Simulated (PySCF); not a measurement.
**Reproducing measurements on dichlorosilane**

**Experimental background.**

From NIST CCCBDB Release 22 (SRD 101), experimental dipoles, for the gas: dipole moment (microwave Stark effect, vibrational ground state) 1.13 ± 0.02 D.

The results are set against them at the end.

Dichlorosilane, Cl2H2Si.
SMILES with atom numbers: `[Cl:1][SiH2:2][Cl:3]` (hydrogens: H4, H5 on Si2)

Geometry (PBE0-D3(BJ)/def2-SVP, Å), atoms numbered from 1 in this order:
```
atom  x, y, z in Å
Cl1   -1.628    1.074    0.011
Si2    0.014   -0.163   -0.007
Cl3    1.725    0.953   -0.225
H4     0.080   -0.882    1.288
H5    -0.099   -1.085   -1.163
```

The PySCF runs (gas phase, on this PBE0-D3(BJ)/def2-SVP geometry; no spin–orbit coupling):

| level | job | basis functions | wall time |
| --- | --- | --- | --- |
| PBE0/pcSseg-1 | shieldings, charges and field gradients | 82 | 3.1 s |
| B3LYP/def2-SVPD | 10 singlets by full TDDFT, 4 Tamm–Dancoff triplets, polarisability, ΔSCF ions | 94 | 14 s |
| CAM-B3LYP/def2-SVPD | 10 singlets by full TDDFT, 4 Tamm–Dancoff triplets, polarisability, ΔSCF ions | 94 | 16 s |
| LDA/def2-SVPD | 10 singlets by full TDDFT, 4 Tamm–Dancoff triplets, polarisability, ΔSCF ions | 94 | 14 s |
| PBE/def2-SVPD | 10 singlets by full TDDFT, 4 Tamm–Dancoff triplets, polarisability, ΔSCF ions | 94 | 23 s |
| PBE0/6-31G* | 10 singlets by full TDDFT, 4 Tamm–Dancoff triplets, polarisability | 58 | 2.1 s |
| PBE0/6-31+G* | 10 singlets by full TDDFT, 4 Tamm–Dancoff triplets, polarisability | 70 | 2.7 s |
| PBE0/aug-cc-pVDZ | 10 singlets by full TDDFT, 4 Tamm–Dancoff triplets, polarisability | 99 | 4.0 s |
| PBE0/aug-cc-pVTZ | 10 singlets by full TDDFT, 4 Tamm–Dancoff triplets, polarisability | 196 | 11 s |
| PBE0/def2-SVP | 10 singlets by full TDDFT, 4 Tamm–Dancoff triplets, polarisability | 64 | 2.1 s |
| PBE0/def2-TZVP | 10 singlets by full TDDFT, 4 Tamm–Dancoff triplets, polarisability | 123 | 5.0 s |
| B3LYP/cc-pVTZ | spin–spin couplings from 3 perturbed nuclei | 130 | 7.0 s |

Hardware: one thread, Arm Neoverse V1 (aarch64), shared host.

All basis functions are spherical.

**Comparison with experiment**

**Dipole moment.** Measured: 1.13 D (NIST CCCBDB Release 22 (SRD 101), experimental dipoles).

```csv
level,computed (D),computed − measured (D),% (from the printed values)
PBE0/pcSseg-1,1.62,+0.49,+43
B3LYP/def2-SVPD,1.33,+0.20,+18
CAM-B3LYP/def2-SVPD,1.40,+0.27,+24
LDA/def2-SVPD,1.29,+0.16,+14
PBE/def2-SVPD,1.24,+0.11,+10
PBE0/6-31G*,1.68,+0.55,+49
PBE0/6-31+G*,1.66,+0.53,+47
PBE0/aug-cc-pVDZ,1.36,+0.23,+20
PBE0/aug-cc-pVTZ,1.28,+0.15,+13
PBE0/def2-SVP,1.34,+0.21,+19
PBE0/def2-TZVP,1.21,+0.08,+7
B3LYP/cc-pVTZ,1.26,+0.13,+12
```

12 of the 21 levels run are shown, the closest and the furthest among them. Closest is PBE0/def2-TZVP (+0.08 D), furthest PBE0/6-31G* (+0.55 D); one molecule doesn't rank methods. All 21 levels lie above the measurement. The computed dipoles belong to one fixed geometry; measured ones are averaged over vibrations unless marked μe. Magnitudes are compared, not signs.

No measured geometry was used, and the causes of the misses weren't examined.
